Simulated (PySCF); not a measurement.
**Towards the basis-set limit for SiN**

Aim: bond length, wavenumber and bond energy of SiN near the limit of CCSD(T), built from two basis sets and any small corrections listed.

Program: PySCF 2.14.0. Level of theory: CCSD(T) on ROHF, no relativity in the base curves; scalar relativity is added as a correction. These are calculated values, not measurements.

## Step 1: Set-up

| Item | Value |
| --- | --- |
| molecule | SiN |
| state | doublet, unpaired electrons σ ↑ |
| smaller basis | Si cc-pV(T+d)Z, N cc-pVTZ |
| larger basis | Si cc-pV(Q+d)Z, N cc-pVQZ |
| frozen core orbitals | 6 |
| extrapolation | correlation as n⁻³ (n = 3, 4), Hartree–Fock as (n+1)·exp(−9√n) |
| corrections | core–valence correlation, scalar relativity |
| distances (Å) | 1.3830, 1.4459, 1.5087, 1.5716, 1.6345, 1.7130, 1.7916 |
| masses (u) | 27.9769, 14.0031 |
| dissociation limit | Si + N |

On the command line:

```sh
> OMP_NUM_THREADS=4 python comp.py task.json out
```

## Step 2: Coupled cluster at each distance

**Question.** What will these runs give? Wanted: for each run, Re; ωe; ωexe; αe; De.

The runs gave:

| level | Re (Å) | ωe (cm⁻¹) | ωexe (cm⁻¹) | αe (cm⁻¹) | De (eV) |
| --- | --- | --- | --- | --- | --- |
| CCSD(T)/cc-pVTZ(-PP) | 1.5848 | 1132.5 | 6.36 | 0.00544 | 4.280 |
| CCSD(T)/cc-pVQZ(-PP) | 1.5799 | 1144.0 | 6.35 | 0.00544 | 4.504 |
| HF/CBS | 1.5320 | 1315.1 | 5.25 | 0.00463 | 1.169 |
| MP2/CBS | 1.5868 | 1101.1 | 6.87 | 0.00586 | 4.671 |
| CCSD/CBS | 1.5639 | 1205.2 | 5.68 | 0.00500 | 4.215 |
| CCSD(T)/CBS | 1.5774 | 1151.9 | 6.29 | 0.00540 | 4.636 |
| CCSD(T)/CBS+CV | 1.5729 | 1157.6 | 6.30 | 0.00542 | 4.666 |
| CCSD(T)/CBS+CV+SR | 1.5725 | 1156.6 | 6.31 | 0.00543 | 4.658 |

The last step gives Re = 1.5725 Å, ωe = 1156.6 cm⁻¹ and De = 4.658 eV; the smaller basis alone is off from it by +12.3 mÅ and -0.38 eV. Near the minimum the mean field binds by 1.13 eV and correlation adds 3.51 eV of binding. T1 is 0.064, large enough to doubt a single reference. Spin–orbit coupling and excitations beyond (T) are left out.
